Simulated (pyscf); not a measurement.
This saddle point was located with ωB97X-D3(BJ)/def2-SVP in PySCF.

```xyz
9

F     -1.0506     0.8115     0.7597
N     -2.3249    -0.8014     0.3389
F     -1.6263    -1.5578     1.0818
F     -2.7373    -1.5599    -0.6159
F     -0.6905    -0.5236    -1.0361
Si     0.0108     1.0271    -0.7042
F      0.9295     0.9103    -2.0736
H     -0.8338     2.1730    -1.1228
H      1.1436     1.1121     0.2567
```

Surface: singlet, charge 0. Lowest wavenumbers (cm⁻¹): 390i, 47, 92, 184, 230.

Task: Which two sides does it connect, and which bonds change?

Result: F–SiH₂–F + F–N(F)–F ⇌ F–N(F)–F + F–SiH₂–F, a four-centre exchange read from left to right: F–Si, F–N broken and F–N, F–Si formed. At ωB97M-D3(BJ)/def2-TZVP it lies +2.74 eV from the left side and +2.74 eV from the right (each side as separated species at their lowest minima found). This is the saddle that the search found; another between the same sides may lie lower. One closed-shell reference is unstable to symmetry breaking; treat the single-reference values with care.
